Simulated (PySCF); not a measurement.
acetylene (C2H2), SMILES C#C. Atoms are numbered in the order given.

```xyz
4

C      0.0000     0.0000     0.5986
C      0.0000     0.0000    -0.5986
H      0.0000     0.0000     1.6635
H      0.0000     0.0000    -1.6635
```
Charge 0, spin multiplicity 1.

The structure is a stationary point at PBE0-D3(BJ)/def2-TZVPD.

Computed with PBE0/pcJ-1 (PySCF).

Isotropic couplings with Fermi-contact, spin-dipole and both spin-orbit terms, one fixed conformer, no vibrational averaging. Isotopes: 13C, 1H.

```
pair   bonds apart  J (Hz)
-----  -----------  ------
C1–C2            1   206.6
C1–H3            1   254.1
C2–H4            1   254.1
C1–H4            2     ___
C2–H3            2     ___
H3–H4            3     ___
```

**Question.** Complete the blanks. (Estimate from the structure and the level; the computed values follow.)

**Answer.** 
- C1–H4, J (Hz): 51.2
- C2–H3, J (Hz): 51.2
- H3–H4, J (Hz): 12.1
